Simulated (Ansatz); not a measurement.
# BeH (doublet): wave-function methods side by side, cc-pVTZ

An exercise on one series of results from a longer session: the logs are not shown, and one member is left open.

Computed with Ansatz 0.2.0, Gaussian basis. Level: cc-pVTZ, core rule «outside noble gas», up to 1 orbitals frozen.

The runs, in order: UHF; CCSD(T) on ROHF; CCSD(T) on UHF; BCCD(T) on ROHF; CISD; CCSDT on ROHF; CCSDT on UHF; Full CI.

21 further runs of the same task are left out: 9 for a known fault of the program, 3 that didn't finish, 9 set aside as unsound or not needed.

### The system

The geometry is an MP2(full)/6-31G* stationary point (not a proven minimum).

2 atoms, charge 0, spin multiplicity 2.

Atoms are counted from 1 here; the program's logs count them from 0.

Bond lengths: Be1–H2 1.348 Å.

The first run:

File in.yaml:

```yaml
crystal:
  periodic: [false, false, false]
  atoms:
    - {symbol: Be, position_ang: [0.000000, 0.000000, 0.000000]}
    - {symbol: H, position_ang: [0.000000, 0.000000, 1.348270]}
basis:
  gaussian: {orbitals: cc-pVTZ}
magnetization: {spin_polarized: true, initial_magnetization: 1}
hamiltonian: {xc: hf}
output: {orbitals: {seedname: orbitals}}
```

Run with:

```console
$ ansatz run in.yaml --threads 1 --pin off --events-out ev --progress --plain --max-ram 2393MiB
```

Steps of the session up to this table: UHF; CCSD(T) on ROHF; CCSD(T) on UHF; BCCD(T) on ROHF; CISD; CCSDT on ROHF; CCSDT on UHF; Full CI.

One of the session's tables, all rows but one given; the rest of the session is left out.

| method | from FCI (kcal/mol) |
| --- | --- |
| ROHF | +27.55 |
| UHF | +27.32 |
| RMP2 | +6.78 |
| UMP2 | ? |
| CISD | +0.48 |
| RCCSD | +0.48 |
| UCCSD | +0.46 |
| RCCSD(T) | +0.14 |
| UCCSD(T) | +0.13 |
| BCCD(T) | +0.13 |
| RCCSDT | 0.00 |
| UCCSDT | 0.00 |
| FCI | 0 |

**Question.** Estimate the row for UMP2.

The run gave: from FCI (kcal/mol): +6.68. In the column «from FCI (kcal/mol)» it lies between RCCSD (+0.48) and RMP2 (+6.78).

To keep in mind: Levels on UHF freeze UHF's core orbitals, full CI those of ROHF, so the U rows can settle a little off it for that reason alone. Restricted and unrestricted rows rest on different reference determinants; where their highest levels disagree by more than a few hundredths of an eV, they describe different states and don't form one ladder.
